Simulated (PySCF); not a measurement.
# CH2F (SMILES [CH2]F) at ROCCSD(T)/STO-3G

What is the vertical doublet–quartet gap of CH2F at ROCCSD(T)/STO-3G? Input form: a Python script.

Program for the calculation: PySCF 2.14.0.

11 further runs of the same task are left out: 3 that didn't finish, 8 set aside as unsound or not needed.

### Step 1. The system as given

CH2F has 4 atoms, charge 0, and is taken as a doublet. As SMILES, `[CH2]F`. The coordinates come from a PBE0-D4/def2-TZVP relaxation.

Bond lengths: C1–F2 1.331 Å, C1–H3 1.082 Å, C1–H4 1.082 Å. Angles: F2–C1–H3 115.1°, F2–C1–H4 115.1°, H3–C1–H4 124.6°.

### Step 2. A single-point energy at ROCCSD(T)/STO-3G

The input, geometry.xyz:

```xyz
4

C     -0.030100    -0.057600    -0.131100
F      0.950000     0.694000     0.364600
H     -0.946900     0.472300    -0.352500
H      0.027000    -1.108700     0.119000
```

The input, input.py:

```python
from pyscf import gto, cc

mol = gto.M(
    atom='geometry.xyz',
    basis='sto-3g',
    verbose=3,
    max_memory=1860,
    spin=1,
)

myscf = mol.ROHF()
myscf.conv_tol = 1e-10
myscf.kernel()
if not myscf.converged:
    myscf = myscf.newton().run(myscf.mo_coeff, myscf.mo_occ)

mycc = cc.CCSD(myscf, frozen=2)
mycc.kernel()
e_t = mycc.ccsd_t()
e_final = mycc.e_tot + e_t
print('Final energy', e_final)
```

Run with:

```bash
$ OMP_NUM_THREADS=1 python input.py
```

The program printed:

```text
converged SCF energy = -136.530303272611

WARN: RCCSD method does not support ROHF method. ROHF object is converted to UHF object and UCCSD method is called.

E(UCCSD) = -136.6103830869601  E_corr = -0.0800798143493609
UCCSD(T) correction = -0.00147630863762666
Final energy -136.6118593955977
```

It took 0.84 s on 1 thread of Arm Neoverse V1, shared host; peak memory 0.12 GiB.

### Step 3. The quartet

The input, run.py:

```python
from pyscf import gto, scf, cc

mol = gto.M(
    atom='''
C     -0.056881    -0.108848    -0.247743
F      1.795240     1.311470     0.688994
H     -1.789382     0.892518    -0.666128
H      0.051023    -2.095139     0.224877
''',
    basis='sto-3g',
    max_memory=1860,
    verbose=3,
    spin=3,
    unit='bohr',
    charge=0,
)

mf = scf.ROHF(mol)
mf.conv_tol = 1e-10
mf.kernel()
if not mf.converged:
    mf = mf.newton().run(mf.mo_coeff, mf.mo_occ)

mycc = cc.CCSD(mf, frozen=2)
mycc.kernel()
e_t = mycc.ccsd_t()
etot = mycc.e_tot + e_t
print('E(%s) = %.9f' % ('CCSD(T)', etot))
```

Run with:

```bash
$ OMP_NUM_THREADS=1 python run.py
```

The program printed:

```text
converged SCF energy = -136.102171666343

WARN: RCCSD method does not support ROHF method. ROHF object is converted to UHF object and UCCSD method is called.

E(UCCSD) = -136.1516728618373  E_corr = -0.04950119549430758
UCCSD(T) correction = -0.000410274501365488
E(CCSD(T)) = -136.152083136
```

Wall time 0.88 s (1 thread of Arm Neoverse V1, shared host); peak memory 0.12 GiB.

### Step 4. Summary of results

Level: ROCCSD(T)/STO-3G, 2 core orbitals frozen.

```
                                            quantity          value
                               doublet: total energy  -136.61186 Eh
       doublet: dipole moment (Hartree–Fock density)         0.91 D
doublet: correlation energy (2 core orbitals frozen)      -81.6 mEh
                             doublet: (T) correction      -1.48 mEh
          doublet: ⟨S²⟩ of the reference determinant          0.750
                              doublet: T1 diagnostic          0.018
                               quartet: total energy  -136.15208 Eh
       quartet: dipole moment (Hartree–Fock density)         1.40 D
quartet: correlation energy (2 core orbitals frozen)      -49.9 mEh
                             quartet: (T) correction      -0.41 mEh
          quartet: ⟨S²⟩ of the reference determinant          3.750
                              quartet: T1 diagnostic          0.013
    vertical energy of the quartet above the doublet      12.511 eV
```

At this shape the quartet lies 12.51 eV (289 kcal/mol) above the doublet. In a minimal basis such a difference can be off by several eV, whatever the method. Mulliken charges (doublet) of the mean-field density run from -0.13 on F2 to +0.06 on H3. The triples (doublet) make up 1.8 % of the correlation energy. The triples (quartet) make up 0.8 % of the correlation energy.
